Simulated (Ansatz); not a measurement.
# How far each method lies from UCCSDT(Q) for N–CH3, triplet

Geometry: displaced at random from a stationary point.

```xyz
5

N    -0.6921    0.0108    0.0044
C     0.5463    0.0059    0.0028
H     1.0057   -1.0584   -0.0040
H     1.1116    0.4329    0.8970
H     0.9918    0.4052   -0.9867
```

Basis cc-pVDZ; Ansatz 0.2.0. Correlated methods freeze the noble-gas cores, which leaves 12 electrons in 41 orbitals. R marks a restricted (for open shells ROHF) determinant, U an unrestricted one.

Full CI isn't at hand for all of this; UCCSDT(Q) serves as the reference, and is uncertain by the last step of the cluster series or more. The frozen core follows each run's orbitals, which can shift R against U totals by a few meV.

For open shells CISD is restricted-active-space CI with the open shells as a complete middle space.

- UHF ⟨S²⟩: 2.038
- T1 diagnostic (RCCSD): 0.0283
- largest doubles amplitude (RCCSD): 0.025
- T1 diagnostic (UCCSD): 0.0174

```tsv
level	E − E(UCCSDT(Q)) (kcal/mol)	share of correlation (%)	wall time
RHF	189.17	0.00	–
UHF	181.63	3.98	–
RMP2	26.88	85.79	–
UMP2	26.71	85.88	–
CISD	18.38	90.28	2.3 s
RCCSD	5.13	97.29	–
UCCSD	5.02	97.35	–
RCCSD(T)	0.73	99.62	0.96 s
UCCSD(T)	0.72	99.62	0.84 s
BCCD(T)	0.71	99.62	1.2 s
RCCSDT	0.26	99.87	–
UCCSDT	0.23	99.88	–
RCCSDT(Q)	0.04	99.98	47 s
```

The correlation energy at UCCSDT(Q), counted from RHF, is -8.203 eV. That run took 42 s on 1 thread of Intel Xeon, shared host.

Times hold each run's SCF and search for its determinant on a shared host, so for small cases they say little of a method's own cost; they ran on 1 thread of Intel Xeon.
